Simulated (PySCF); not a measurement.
# Simulated absorption spectrum

Isobutane, C4H10.
SMILES: `CC(C)C`

Computed, not measured: TDDFT wB97X-D/def2-SVPD, vertical, gas phase, core orbitals frozen in the response in PySCF. Isolated species at its GFN2-xTB geometry, gas phase.

Computed states:

```json
{"state": "S1", "E (eV)": "9.16", "f": "0.0063"}
{"state": "S2", "E (eV)": "9.27", "f": "0.082"}
{"state": "S3", "E (eV)": "9.27", "f": "0.082"}
{"state": "S4", "E (eV)": "10.05", "f": "0.0000"}
{"state": "S5", "E (eV)": "10.17", "f": "0.337"}
{"state": "S6", "E (eV)": "10.18", "f": "0.0098"}
{"state": "S7", "E (eV)": "10.18", "f": "0.010"}
```

Broadening: Gaussians 0.4 eV wide at half height, area fixed by f = 4.319×10⁻⁹ ∫ε dν̃. The width is an assumption, not a result. The curve ends short of the highest state used, and states not computed would add to its high-energy end.

Q: What does the envelope look like, and where are its maxima?

A: 
| E (eV) | ε (L mol⁻¹ cm⁻¹) |
| --- | --- |
| 8.56 | 3 |
| 8.59 | 5 |
| 8.61 | 8 |
| 8.64 | 15 |
| 8.67 | 28 |
| 8.70 | 50 |
| 8.73 | 87 |
| 8.76 | 147 |
| 8.79 | 240 |
| 8.82 | 383 |
| 8.85 | 593 |
| 8.88 | 890 |
| 8.91 | 1298 |
| 8.94 | 1837 |
| 8.96 | 2278 |
| 8.99 | 3068 |
| 9.02 | 4009 |
| 9.05 | 5083 |
| 9.08 | 6253 |
| 9.11 | 7462 |
| 9.14 | 8638 |
| 9.17 | 9698 |
| 9.20 | 10561 |
| 9.23 | 11153 |
| 9.26 | 11422 |
| 9.29 | 11343 |
| 9.31 | 11099 |
| 9.34 | 10471 |
| 9.37 | 9578 |
| 9.40 | 8494 |
| 9.43 | 7305 |
| 9.46 | 6092 |
| 9.49 | 4928 |
| 9.52 | 3870 |
| 9.55 | 2958 |
| 9.58 | 2213 |

Maxima: 134 nm (9.27 eV), ε about 11000, made up of S2 (48%) and S3 (49%) (ε in L mol⁻¹ cm⁻¹; maxima over ε = 5, shares over 10%).

Q: Coming from long wavelengths, where does ε first pass 100 L mol⁻¹ cm⁻¹?

A: At about 142 nm (8.74 eV), 0.42 eV below S1.

Q: What would ε be at 9.27 eV, the highest of these maxima, with half the width (0.2 eV)?

A: About 22500 L mol⁻¹ cm⁻¹ against 11400, a factor of about 1.97; a lone state at its own centre would give exactly 2.
